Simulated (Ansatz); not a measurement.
`CN[SiH3]`, relaxed with RKS PBE-D4/def2-SVP in Ansatz from a rough embedded geometry. The force threshold is 0.03 eV/Å; the program also tests the step.

Charge 0, multiplicity 1.

Start:

```xyz
10

C    -0.199   -0.109    1.325
N     0.596    0.110    0.205
Si   -0.034    0.298   -1.338
H     0.482   -0.171    2.225
H    -0.950    0.658    1.537
H    -0.723   -1.123    1.324
H     1.363   -0.587    0.146
H    -0.995    1.358   -1.370
H    -0.644   -1.035   -1.777
H     1.104    0.601   -2.277
```

| step | energy (eV) | largest force (eV/Å) | largest move (Å) |
| --- | --- | --- | --- |
| 1 | -10506.4016 | 2.476 | 0.000 |
| 2 | -10506.6938 | 1.064 | 0.155 |
| 3 | -10506.7594 | 0.327 | 0.078 |
| 4 | -10506.7655 | 0.439 | 0.200 |
| 5 | -10506.7720 | 0.089 | 0.027 |
| 6 | -10506.7735 | 0.034 | 0.021 |
| 7 | -10506.7736 | 0.006 | 0.007 |

End:

```xyz
10

C    -0.180   -0.190    1.389
N     0.631   -0.020    0.196
Si   -0.038    0.262   -1.391
H     0.395    0.062    2.306
H    -1.046    0.506    1.356
H    -0.597   -1.218    1.529
H     1.524   -0.518    0.233
H    -0.945    1.462   -1.317
H    -0.863   -0.865   -1.984
H     1.119    0.518   -2.317
```

It took 16 s on 2 threads of a server CPU on a shared host, with 0.16 GiB of host memory at the peak.
